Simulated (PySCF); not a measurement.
**Field gradients at the hydrogen positions**

C3H4F2.
Geometry (PBE0-D3(BJ)/def2-SVP, Å), atoms numbered from 1 in this order:
```xyz
9
C3H4F2 angstrom
C      1.297    0.006    0.572
C      0.222    0.475   -0.046
F      0.126    1.743   -0.455
C     -1.021   -0.282   -0.386
F     -0.935   -1.577    0.027
H      1.314   -1.038    0.882
H      2.153    0.651    0.770
H     -1.182   -0.250   -1.479
H     -1.890    0.205    0.094
```

Level: PBE0/pcSseg-1 (PySCF, non-relativistic); Q(2H) = 0.00286 b; rigid geometry, the same for H and D, with no vibrational averaging.

Q: Tabulate Vzz, the asymmetry η and χzz = 234.96 MHz × Q × Vzz for every hydrogen position.

A: 
| atom | bonded to | bond length (Å) | Vzz (au) | η | χzz (kHz) |
| --- | --- | --- | --- | --- | --- |
| H6 | C1 | 1.089 | 0.3115 | 0.07 | 209 |
| H7 | C1 | 1.091 | 0.3126 | 0.06 | 210 |
| H8 | C4 | 1.105 | 0.2682 | 0.08 | 180 |
| H9 | C4 | 1.105 | 0.2683 | 0.08 | 180 |

Q: A static deuteron (I = 1) shows a doublet split by (3/2)χ, (3/4)χ(1 + η) and (3/4)χ(1 − η) with the field along z, y and x of the gradient. What are these for H9?

A: With |χ| = 180.3 kHz and η = 0.082: 270, 146 and 124 kHz, to first order and without motion.

Isolated species at its PBE0-D3(BJ)/def2-SVP geometry (one conformer only). The basis is small and wasn't made for field gradients, so the couplings can be 20 % off.

These values come from a run that also computed NMR shieldings. Hardware: one thread of an x86-64 server, no GPU, shared host. Cost: 4.8 s of wall time.
